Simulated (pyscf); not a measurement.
Insertion: Cl–C:–Cl [singlet] + silane (SiH₄) → H₃Si–CH(Cl)–Cl

Gas phase, singlet surface, charge 0. Bonds broken: Si4–H5. Bonds formed: C2–Si4, C2–H5. PySCF, gas phase, ωB97X-D3(BJ)/def2-SVP geometries. MP2 and CC: frozen core, UHF for open shells. ΔMP2 is the change of the MP2 total energy from the triple- to the quadruple-zeta basis.

Transition state (Å):

```xyz
8

Cl     1.7433     0.1834    -1.0686
C      1.2438     0.1438     0.5709
Cl     2.5257    -0.3258     1.6077
Si    -0.8293    -0.4958     1.0553
H      0.2556    -1.4736     0.5522
H     -1.3150     0.4675     0.0310
H     -0.6117     0.0102     2.4371
H     -1.9550    -1.5019     1.1931
```

One imaginary mode, 387i cm⁻¹; descent along it reached the two sides named, in the forms told below.

| bond | change | reactant side (Å) | saddle | product side |
|---|---|---|---|---|
| Si4–H5 | breaks | 1.489 | 1.545 | 2.537 |
| C2–Si4 | forms | 3.2 | 2.223 | 1.923 |
| C2–H5 | forms | 3.1 | 1.895 | 1.097 |

Electronic energies relative to the separated reactants (kJ/mol):

```
level                             barrier  reaction energy  reverse barrier
--------------------------------  -------  ---------------  ---------------
ωB97X-D3(BJ)/def2-TZVP               11.2           -341.8            353.0
PBE/def2-TZVP                         1.3           -305.0            306.4
r²SCAN/def2-TZVP                     -1.1           -319.5            318.4
B3LYP-D3(BJ)/def2-TZVP               11.7           -317.1            328.7
PBE0-D3(BJ)/def2-TZVP                -2.3           -337.7            335.4
M06-2X/def2-TZVP                     13.0           -335.4            348.4
ωB97M-D3(BJ)/def2-TZVP               19.3           -321.3            340.6
HF/def2-TZVP                         71.7           -297.3            369.0
MP2/def2-QZVPP                       10.8           -354.4            365.2
CCSD/def2-TZVPP                      31.3           -322.1            353.4
CCSD(T)/def2-TZVPP                   24.4           -318.7            343.1
CCSD(T)/def2-TZVPP + ΔMP2(QZVPP)     21.4           -323.3            344.7
```

With CCSD(T)/def2-TZVPP + ΔMP2(QZVPP) energies and thermal terms (ideal gas, 1 atm, RRHO with modes under 100 cm⁻¹ raised to 100, one conformer, R ln 2 for chiral ones without a mode under 150 cm⁻¹), in kJ/mol:

```csv
T (K),ΔH‡,ΔG‡,ΔH,ΔG
298,24.0,65.9,-304.1,-261.3
600,25.4,108.0,-302.5,-218.3
900,27.7,148.8,-299.5,-176.8
1200,30.3,188.7,-296.0,-136.4
```

On the product side the descent ends in a point that may be a rotor saddle (no frequency run), 12.6 kJ/mol over the lowest minimum found and 340.3 kJ/mol under the saddle at ωB97X-D3(BJ)/def2-TZVP. At r²SCAN, PBE0-D3(BJ) this geometry lies under the reactants; that is no barrier but a single point on another level's saddle; such a level's own saddle, if it has one, lies nearer that side and is low. From the product side, H₃Si–CH•–Cl + Cl• lies, by one bond made or cut, 22.6 kJ/mol under this saddle at ωB97M-D3(BJ)/def2-TZVP. H₃Si–CH(Cl)–Cl lies 358.8 kJ/mol over its isomer H₃C–SiH(Cl)–Cl (electronic energy, ωB97M-D3(BJ)/def2-TZVP). This is the saddle that the search found; another between the same sides may lie lower. The CCSD(T) − MP2 part came from Ansatz, without density fitting, on the same reference.
